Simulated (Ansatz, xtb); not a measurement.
**CH4N+: which of two spin states lies lower**

Structure X: `[CH][NH3+]`, a singlet. Structure Y: the triplet with the links of `[CH][NH3+]`. Both are isolated ions in the gas phase, relaxed with B3LYP-D3(BJ)/def2-SVP.

**Question.** Estimate E(Y) − E(X) at the level CCSD(T)/def2-TZVPP.

**Answer.** Calculated at CCSD(T)/def2-TZVPP: E(Y) − E(X) = −19.6 kJ/mol, so structure Y lies lower.

How the difference moves with the method:

```tsv
level	geometry	E(Y) − E(X) (kJ/mol)	departure from the last row (kJ/mol)	job, with rough time for the two
B3LYP-D3(BJ)/def2-SVP	B3LYP-D3(BJ)/def2-SVP	−41.1	−21.5	optimisation, 47 s
HF/def2-TZVPP	B3LYP-D3(BJ)/def2-SVP	−107.9	−88.3	part of the CCSD(T) run
MP2/def2-TZVPP	B3LYP-D3(BJ)/def2-SVP	−41.5	−21.9	part of the CCSD(T) run
CCSD(T)/def2-TZVPP	B3LYP-D3(BJ)/def2-SVP	−19.6		single point, 62 s
```

None of the levels shown reverses the order. The largest departure from CCSD(T)/def2-TZVPP is that of HF/def2-TZVPP, 88.3 kJ/mol. Levels run at GFN2-xTB geometries aren't shown.

With harmonic frequencies from B3LYP-D3(BJ)/def2-SVP (ideal gas, rigid rotor, one conformer each, 1000 K, 1 atm): on the last row, ΔE + ΔZPE = −17.4, ΔH = −18.0, ΔG = −25.9 kJ/mol.

Open shells are spin-unrestricted. The closed-shell singlet above a triplet ground state is poorly described by one determinant. The correlated steps freeze 2 core orbitals. ΔG holds the spin degeneracy. Mirror images aren't counted in ΔG. Codes used: Ansatz 0.2.0; the last row on 1 thread of AMD EPYC (Zen 3) on a shared host.
